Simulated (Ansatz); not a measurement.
Results of r²SCAN (PAW; Ansatz, a quantum-chemistry and plane-wave program) for hcp Co.

Numerical settings: plane-wave cutoff 500 eV, 36×36×18 k mesh (along the axes of the cell as run), Fermi–Dirac smearing 0.1 eV, spin-polarised with parallel moments, scalar-relativistic PAW data made under PBE.

Cell (relaxed at this level):

```xyz
2
Lattice="1.2353 -2.1397 0.0000 1.2353 2.1397 0.0000 0.0000 0.0000 4.0230" Properties=species:S:1:pos:R:3 pbc="T T T"
Co     1.2353     0.7132     1.0057
Co     1.2353    -0.7132     3.0172
```

Task: Predict the magnetic moment per atom (the cell's total over its atoms).

Result: 
* **magnetic moment per atom (the cell's total over its atoms)**: 1.75 μB

Moments are spin moments.

Static lattice: no zero-point or thermal effects.

It cost around 24 core-minutes (rough) of CPU time.
